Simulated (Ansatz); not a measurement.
Input file:

```yaml
crystal:
  periodic: [false, false, false]
  atoms:
    - {symbol: F, position_ang: [0.000000, 0.000000, 3.157900]}
    - {symbol: Mg, position_ang: [0.000000, 0.000000, -0.735100]}
    - {symbol: H, position_ang: [0.000000, 0.000000, -2.422800]}
basis:
  gaussian: {orbitals: 6-31G}
correlation: {method: fic_mrcisd_q, electrons: outside_noble_gas, active_space: {window: {electrons: 2, orbitals: 2}}}
```

```sh
$ ansatz run in.yaml --threads 1 --pin off --events-out ev --progress --plain --max-ram 2393MiB
```

Output:

```
239 factors; integrals over basis functions are off by at most 3.4e-4 eV
mean field evaluation 1: about -8144.2385 eV, gradient 4.0e1 eV
mean field evaluation 2: about -8144.2464 eV, gradient 4.0e1 eV
mean field evaluation 4: about -8147.3070 eV, gradient 8.6e0 eV
mean field evaluation 8: about -8147.5144 eV, gradient 2.2e-1 eV
mean field -8147.51453846 eV, -299.4156367047 hartree, gradient 1.7e-6 eV, S^2 0.000000; 0 other end points of the search recorded, 0 dependent functions left out; unrestricted orbitals would lower it
reference -8147.51453846 eV, -299.4156367047 hartree; 11, 11 occupied and 13, 13 virtual orbitals, 239 factors
state -8149.67280522 eV, -299.4949515451 hartree
contracted CI cycle   1: correlation 0.00000000 eV, 0.0000000000 hartree, residual 1.75e1 eV
contracted CI cycle   2: correlation -2.81542385 eV, -0.1034649179 hartree, residual 2.41e0 eV
contracted CI cycle   3: correlation -2.91370363 eV, -0.1070766333 hartree, residual 7.25e-1 eV
contracted CI cycle   4: correlation -2.92556630 eV, -0.1075125785 hartree, residual 3.06e-1 eV
contracted CI cycle   5: correlation -2.92773446 eV, -0.1075922568 hartree, residual 1.22e-1 eV
contracted CI cycle   6: correlation -2.92804737 eV, -0.1076037561 hartree, residual 5.00e-2 eV
contracted CI cycle   7: correlation -2.92809832 eV, -0.1076056286 hartree, residual 2.50e-2 eV
contracted CI cycle   8: correlation -2.92812109 eV, -0.1076064653 hartree, residual 1.49e-2 eV
contracted CI cycle   9: correlation -2.92812883 eV, -0.1076067497 hartree, residual 7.67e-3 eV
contracted CI cycle  10: correlation -2.92813015 eV, -0.1076067984 hartree, residual 3.51e-3 eV
contracted CI cycle  11: correlation -2.92813040 eV, -0.1076068075 hartree, residual 8.84e-4 eV
state -8149.67280522 eV, -299.4949515451 hartree; corrected -8152.73786212 eV, -299.6075903088 hartree
Total energy: -8152.73786212 eV, -299.6075903088 hartree
```

Natural occupations: 1.3363 0.6637.

For the same geometry and basis full CI lies 102.1 meV lower.

Ran on 1 thread of Arm Neoverse V1, shared host: 0.33 s wall, 0.14 GiB peak host memory.
